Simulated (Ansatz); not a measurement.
# BSiH₂+ (quintet): wave-function methods side by side, def2-TZVPP

One table from this session's results is given with a row withheld; the runs are named, their logs left out.

The runs use Ansatz 0.2.0, Gaussian basis; def2-TZVPP, core rule «outside noble gas», up to 6 orbitals frozen.

The runs, in order: UHF; ROHF; CCSD(T) on UHF.

## The geometry

The geometry is a PBE0/def2-TZVP stationary point (not a proven minimum) of the parent state, kept for this charge and spin.

4 atoms, charge 1, spin multiplicity 5.

Atoms are counted from 1 here; the program's logs count them from 0.

Bond lengths: Si1–B2 1.993 Å, B2–H3 1.191 Å, B2–H4 1.191 Å. Angles: Si1–B2–H3 115.4°, Si1–B2–H4 115.4°, H3–B2–H4 129.2°.

Set-up of the first run:

in.yaml reads:

```yaml
crystal:
  periodic: [false, false, false]
  atoms:
    - {symbol: Si, position_ang: [0.000000, 0.000000, 0.649966]}
    - {symbol: B, position_ang: [0.000000, 0.000000, -1.342837]}
    - {symbol: H, position_ang: [0.000000, -1.075954, -1.853888]}
    - {symbol: H, position_ang: [0.000000, 1.075954, -1.853888]}
basis:
  gaussian: {orbitals: def2-TZVPP}
total_charge: 1
magnetization: {spin_polarized: true, initial_magnetization: 4}
hamiltonian: {xc: hf}
output: {orbitals: {seedname: orbitals}}
```

Command:

```
$ ansatz run in.yaml --threads 1 --pin off --events-out ev --progress --plain --max-ram 2816MiB --backend cpu
```

Steps of the session up to this table: UHF; ROHF; CCSD(T) on UHF.

One of the session's tables, all rows but one given; the rest of the session is left out.

It belongs to the step «Misses and costs». 

| method | from UCCSD(T) (kJ/mol) |
| --- | --- |
| ROHF | +394.3 |
| UHF | ? |
| UMP2 | +90.0 |
| UCCSD | +13.0 |
| UCCSD(T) | 0 |

Estimate the missing values for UHF.

**Answer.** from UCCSD(T) (kJ/mol): +386.5. In the column «from UCCSD(T) (kJ/mol)» it lies between UMP2 (+90.0) and ROHF (+394.3).
